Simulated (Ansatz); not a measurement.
Relaxation of B2H4O (7 atoms, charge 0, multiplicity 1), to a largest force component of 0.02 eV/Å in at most 50 steps.

Computed with Ansatz, RKS B3LYP/def2-TZVP.

```xyz
7
Properties=species:S:1:pos:R:3
B -1.003 0.107 -0.483
O -0.457 -0.519 0.660
B 0.946 -0.229 0.560
H -1.120 -0.425 -1.515
H -1.462 1.248 -0.412
H -0.535 -0.811 1.603
H 1.727 -0.977 0.016
```

Task: Where does it end, and by what steps?

Result: It converged. After 14 steps the energy has fallen by 5.263 eV; H6 moved furthest, 1.02 Å. Parted: B1–O2. Joined: B1–B3.

| step | energy less start (eV) | largest force component (eV/Å) | accepted |
| --- | --- | --- | --- |
| 0 | 0.0000 | 4.018 | yes |
| 1 | -1.2571 | 3.424 | yes |
| 2 | -2.1546 | 2.567 | yes |
| 3 | -3.0087 | 2.053 | yes |
| 4 | -3.6122 | 1.804 | yes |
| 5 | -4.0966 | 1.310 | yes |
| 6 | -4.4075 | 1.144 | yes |
| 7 | -4.6258 | 1.283 | yes |
| 8 | -4.8059 | 1.334 | yes |
| 9 | -4.9616 | 3.190 | yes |
| 10 | -5.1765 | 0.927 | yes |
| 11 | -5.1633 | 1.518 | no |
| 12 | -5.2430 | 0.512 | yes |
| 13 | -5.2621 | 0.074 | yes |
| 14 | -5.2632 | 0.016 | yes |

```xyz
7
Properties=species:S:1:pos:R:3
B -0.778 0.402 -0.842
O -0.499 -1.080 1.358
B 0.093 -0.425 0.321
H -1.122 -0.114 -1.864
H -1.021 1.568 -0.741
H 0.124 -1.512 1.952
H 1.300 -0.445 0.245
```

The run took 24 s on 2 threads of Arm Neoverse V1 (shared host), peak memory 0.17 GiB.
